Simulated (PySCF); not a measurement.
From results back to the method.

Compound: C5H7Cl.
Numbering: `[Cl:1][C@@H:2]1[CH2:3][C:4]12[CH2:5][CH2:6]2` (hydrogens: H7 on C2; H8, H9 on C3; H10, H11 on C5; H12, H13 on C6)

The closed-shell ground state was solved 6 times with PySCF (density fitting, gas phase), always with PBE0, in these basis sets: 6-31+G*, aug-cc-pVDZ, def2-SVP, def2-SVPD, def2-TZVPD and pcSseg-1. Geometry: PBE0-D3(BJ)/def2-SVP; no solvent, vibrations or thermal averaging.

```csv
row,total energy (Eh),HOMO (eV),LUMO (eV),dipole (D)
P,-654.4444,-7.66,0.93,2.02
Q,-654.5179,-7.62,0.01,2.07
R,-654.2264,-7.70,0.63,2.10
S,-654.5715,-7.63,0.41,2.03
T,-654.4741,-7.61,0.52,2.11
U,-654.2087,-7.50,1.31,1.82
```

Problem. Which basis belongs to which row?

Solution. P = pcSseg-1, Q = aug-cc-pVDZ, R = def2-SVPD, S = def2-TZVPD, T = 6-31+G*, U = def2-SVP. From the lowest total energy up: def2-TZVPD (294 functions) 0 eV; aug-cc-pVDZ (205 functions) +1.46 eV; 6-31+G* (126 functions) +2.65 eV; pcSseg-1 (144 functions) +3.46 eV; def2-SVPD (183 functions) +9.39 eV; def2-SVP (123 functions) +9.87 eV.
